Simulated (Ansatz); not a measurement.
System: rock-salt CdO. Method: PBE0 (Ansatz, a program for electronic structure, plane waves, PAW).

Total energies, extrapolated to zero smearing (they compare only within this program, potentials and cutoff; free atoms with spin allowed, lowest state found):

| system | energy (eV/atom) |
|---|---|
| rock-salt CdO, relaxed | -4412.1640 |
| free Cd atom | -8256.6011 |
| free O atom | -562.0541 |

Problem. Work out the cohesive energy per atom.

Solution. E_coh = [1 × (-8256.6011) + 1 × (-562.0541)]/2 − (-4412.1640) = 2.84 eV/atom. The reference value is 3.23 ± 0.03 eV/atom (derived here from tabulated measurements, copied from a table, unchecked, brought to a static lattice with a Debye model, atoms in their spin–orbit ground levels; inputs from the CRC Handbook), a difference of -0.39 eV/atom.

The PAW data were made under PBE.
